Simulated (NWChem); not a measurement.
All runs are NWChem calculations. System: CH2Cl2, charge 0, spin multiplicity 1, displaced from the optimised geometry. Level: CR-CCSD(T)/cc-pVDZ, 11 core orbitals frozen, spin-restricted.

Output (cleaned and shortened):

```
             Northwest Computational Chemistry Package (NWChem) 7.3.0
             --------------------------------------------------------

                                NWChem Input Module
                                -------------------

 Scaling coordinates for geometry "geometry" by  1.889725989
 (inverse scale =  0.529177249)

                             Geometry "geometry" -> ""
                             -------------------------

 Output coordinates in angstroms (scale by  1.889725989 to convert to a.u.)

  No.       Tag          Charge          X              Y              Z
 ---- ---------------- ---------- -------------- -------------- --------------
    1 Cl                  17.0000     1.47760800     0.00000000     0.21451100
    2 C                    6.0000     0.00000000     0.00000000    -0.75592600
    3 Cl                  17.0000    -1.47760800     0.00000000     0.21451100
    4 H                    1.0000     0.00000000     0.90149800    -1.37890200
    5 H                    1.0000     0.00000000    -1.80299600    -2.00187700

 Effective nuclear repulsion energy (a.u.)     130.5940770148

            Nuclear Dipole moment (a.u.)
            ----------------------------
        X                 Y               Z
 ---------------- ---------------- ----------------
     0.0000000000    -1.7035841993    -1.1772255916


 Summary of "ao basis" -> "" (spherical)
 ------------------------------------------------------------------------------
       Tag                 Description            Shells   Functions and Types
 ---------------- ------------------------------  ------  ---------------------
 *                          cc-pvdz                   on all atoms

 Summary of "ao basis" -> "ao basis" (spherical)
 ------------------------------------------------------------------------------
       Tag                 Description            Shells   Functions and Types
 ---------------- ------------------------------  ------  ---------------------
 Cl                         cc-pvdz                  8       18   4s3p1d
 C                          cc-pvdz                  6       14   3s2p1d
 H                          cc-pvdz                  3        5   2s1p

                                 NWChem SCF Module
                                 -----------------

  ao basis        = "ao basis"
  functions       =    60
  atoms           =     5
  closed shells   =    21
  open shells     =     0
  charge          =   0.00
  wavefunction    = RHF
  use symmetry    = F
  symmetry adapt  = F

 Summary of "ao basis" -> "ao basis" (spherical)
 ------------------------------------------------------------------------------
       Tag                 Description            Shells   Functions and Types
 ---------------- ------------------------------  ------  ---------------------
 Cl                         cc-pvdz                  8       18   4s3p1d
 C                          cc-pvdz                  6       14   3s2p1d
 H                          cc-pvdz                  3        5   2s1p

 Forming initial guess at       0.0s

      Superposition of Atomic Density Guess
      -------------------------------------

 Sum of atomic energies:        -957.61479706

      Non-variational initial energy
      ------------------------------

 Total energy =    -958.110059
 1-e energy   =   -1581.880296
 2-e energy   =     493.176159
 HOMO         =      -0.244735
 LUMO         =      -0.080207

 Starting SCF solution at       1.1s

 ----------------------------------------------
         Quadratically convergent ROHF

 Convergence threshold     :          1.000E-07
 Maximum no. of iterations :          100
 Final Fock-matrix accuracy:          1.000E-09
 ----------------------------------------------

              iter       energy          gnorm     gmax       time
             ----- ------------------- --------- --------- --------
                 1     -957.7564480426  1.03D+00  3.64D-01      1.1
                 2     -957.8379157618  2.37D-01  6.01D-02      1.1
                 3     -957.8471365741  9.46D-03  3.10D-03      1.1
                 4     -957.8471481937  2.81D-05  6.94D-06      1.2
                 5     -957.8471481938  3.78D-09  1.07D-09      1.2
[...]
   Bfn.  Coefficient  Atom+Function         Bfn.  Coefficient  Atom+Function
  ----- ------------  ---------------      ----- ------------  ---------------
    57      0.631515  5 H  s                 21     -0.481651  2 C  s
    26      0.395254  2 C  py                23      0.326602  2 C  py
    56      0.284271  5 H  s                 27      0.225356  2 C  pz
    20     -0.183580  2 C  s                 24      0.171124  2 C  pz
    12     -0.156178  1 Cl py                44     -0.156178  3 Cl py

 Vector   23  Occ=0.000000D+00  E= 1.501377D-01
              MO Center=  5.7D-13,  2.5D-01, -4.2D-01, r^2= 4.1D+00
   Bfn.  Coefficient  Atom+Function         Bfn.  Coefficient  Atom+Function
  ----- ------------  ---------------      ----- ------------  ---------------
    21      1.607163  2 C  s                 52     -0.888305  4 H  s
    11      0.597327  1 Cl px                43     -0.597327  3 Cl px
     4     -0.516462  1 Cl s                 36     -0.516462  3 Cl s
    27      0.506956  2 C  pz                26      0.414276  2 C  py
    24      0.286416  2 C  pz                13      0.244993  1 Cl pz

 Vector   24  Occ=0.000000D+00  E= 2.022086D-01
              MO Center=  2.2D-12,  9.3D-01, -1.2D+00, r^2= 3.4D+00
   Bfn.  Coefficient  Atom+Function         Bfn.  Coefficient  Atom+Function
  ----- ------------  ---------------      ----- ------------  ---------------
    52      1.999386  4 H  s                 27      0.980439  2 C  pz
    26     -0.783256  2 C  py                21     -0.675566  2 C  s
    11      0.380666  1 Cl px                43     -0.380666  3 Cl px
     4     -0.372689  1 Cl s                 36     -0.372689  3 Cl s
    24      0.295026  2 C  pz                23     -0.202204  2 C  py

 center of mass
 --------------
 x =   0.00000000 y =  -0.02045082 z =   0.05681468

 moments of inertia (a.u.)
 ------------------
          71.563991003036           0.000000000000           0.000000000000
           0.000000000000         602.264498422560          -8.613874110472
           0.000000000000          -8.613874110472         559.879371115816

  Mulliken analysis of the total density
  --------------------------------------

    Atom       Charge   Shell Charges
 -----------   ------   -------------------------------------------------------
    1 Cl  17    17.03   2.00  2.01  0.94  0.98  6.00  3.02  2.04  0.04
    2 C    6     6.08   2.00  0.69  0.63  1.71  0.95  0.10
    3 Cl  17    17.03   2.00  2.01  0.94  0.98  6.00  3.02  2.04  0.04
    4 H    1     0.84   0.73  0.09  0.03
    5 H    1     1.01   0.44  0.57  0.00

       Multipole analysis of the density wrt the origin
       ------------------------------------------------

     L   x y z        total         open         nuclear
     -   - - -        -----         ----         -------
     0   0 0 0     -0.000000      0.000000     42.000000

     1   1 0 0     -0.000000      0.000000      0.000000
     1   0 1 0      0.403318      0.000000     -1.703584
     1   0 0 1     -0.273655      0.000000     -1.177226

     2   2 0 0    -24.877063      0.000000    265.091044
     2   1 1 0     -0.000000      0.000000      0.000000
     2   1 0 1      0.000000      0.000000      0.000000
     2   0 2 0    -24.044085      0.000000     14.510996
     2   0 1 1     -0.890537      0.000000      8.450205
     2   0 0 2    -23.819545      0.000000     38.931514

                   NWChem Extensible Many-Electron Theory Module
                   ---------------------------------------------


            General Information
            -------------------
      Number of processors :     1
         Wavefunction type : Restricted Hartree-Fock
          No. of electrons :    42
           Alpha electrons :    21
            Beta electrons :    21
           No. of orbitals :   120
            Alpha orbitals :    60
             Beta orbitals :    60
        Alpha frozen cores :    11
         Beta frozen cores :    11
     Alpha frozen virtuals :     0
      Beta frozen virtuals :     0
         Spin multiplicity : singlet
    Number of AO functions :    60
       Number of AO shells :    28
        Use of symmetry is : off
      Symmetry adaption is : off
         Schwarz screening : 0.10D-09

          Correlation Information
          -----------------------
          Calculation type : Coupled-cluster singles & doubles w/ perturbation
   Perturbative correction : Completely renormalized (T)
            Max iterations :      100
        Residual threshold : 0.10D-05
     T(0) DIIS level shift : 0.00D+00
     L(0) DIIS level shift : 0.00D+00
     T(1) DIIS level shift : 0.00D+00
     L(1) DIIS level shift : 0.00D+00
     T(R) DIIS level shift : 0.00D+00
     T(I) DIIS level shift : 0.00D+00
   CC-T/L Amplitude update :  5-th order DIIS
                I/O scheme : Global Array Library
        L-threshold :  0.10D-05
        EOM-threshold :  0.10D-05
 no EOMCCSD initial starts read in
 TCE RESTART OPTIONS
 SLICE:      F
 D4D5:       F
 quantumc:   F
 qrotation:  F
 pwtce:      F
 qducc:      F
 nacto:                         0
 nrotv:                         0
 nrot:                          0

            Memory Information
            ------------------
          Available GA space size is     249033200 doubles
          Available MA space size is     104853068 doubles

 Maximum block size supplied by input
 Maximum block size        24 doubles

 tile_dim =     20

 -------------------------------------------------

 Global array virtual files algorithm will be used

 Parallel file system coherency ......... OK

 4-electron integrals stored in orbital form

 v2    file size   =          1590491
 4-index algorithm nr.  13 is used
 imaxsize =       30
 imaxsize ichop =        0


CCSD iterations
 ---------------------------------------------------------
 Iter          Residuum       Correlation     Cpu    Wall
 ---------------------------------------------------------
    1   0.1620827337345  -0.4444581228015     0.1     0.1
    2   0.0561250598676  -0.4692924460871     0.1     0.1
    3   0.0271040035792  -0.4817415524986     0.1     0.1
    4   0.0147945264595  -0.4853923348938     0.1     0.1
    5   0.0085429885507  -0.4876219832113     0.1     0.1
    6   0.0025714625811  -0.4896656067315     0.1     0.1
    7   0.0010237493845  -0.4899568715708     0.1     0.1
    8   0.0007627514326  -0.4899543908081     0.1     0.1
    9   0.0003881026445  -0.4899700035843     0.1     0.1
   10   0.0002923125868  -0.4899812545984     0.1     0.1
   11   0.0000566551109  -0.4899971757142     0.1     0.1
   12   0.0000257003271  -0.4900047444132     0.1     0.1
   13   0.0000132698204  -0.4900075456303     0.1     0.1
   14   0.0000075666275  -0.4900083611954     0.1     0.1
   15   0.0000047161416  -0.4900087912463     0.1     0.1
   16   0.0000016461655  -0.4900091122869     0.1     0.1
   17   0.0000008503240  -0.4900092619822     0.1     0.1
 -----------------------------------------------------------------
 Iterations converged
 CCSD correlation energy / hartree =        -0.490009261982182
 CCSD total energy / hartree       =      -958.337157455764668

 Singles contributions

 Doubles contributions
    22a   (alpha)    22a   (beta ) ---    21a   (alpha)    21a   (beta )       -0.2997583052
 CR-CCSD(T)

 CR-CCSD[T]  correction energy / hartree =        -0.014588164352733
 CR-CCSD[T] correlation energy / hartree =        -0.504597426334916
 CR-CCSD[T] total energy / hartree       =      -958.351745620117413
 CR-CCSD(T)  correction energy / hartree =        -0.013772535930184
 CR-CCSD(T) correlation energy / hartree =        -0.503781797912366
 CR-CCSD(T) total energy / hartree       =      -958.350929991694898

 Task  times  cpu:       25.0s     wall:       25.0s

 Total times  cpu:       25.0s     wall:       25.0s
```

Q: Write an NWChem input that would produce this output.

A: This is not unique; one that fits is 
```
start mol
memory heap 100 mb stack 700 mb global 1900 mb
geometry units angstroms nocenter noautoz noautosym
  Cl     1.477608     0.000000     0.214511
  C      0.000000     0.000000    -0.755926
  Cl    -1.477608     0.000000     0.214511
  H      0.000000     0.901498    -1.378902
  H      0.000000    -1.802996    -2.001877
end
basis spherical
  * library cc-pvdz
end
scf
  rhf
  nopen 0
  maxiter 100
  thresh 1e-7
  semidirect memsize 60000000 filesize 0
end
tce
  freeze core 11
  cr-ccsd(t)
  2eorb
  2emet 13
  thresh 1e-6
  maxiter 100
  tilesize 24
end
task tce energy
```
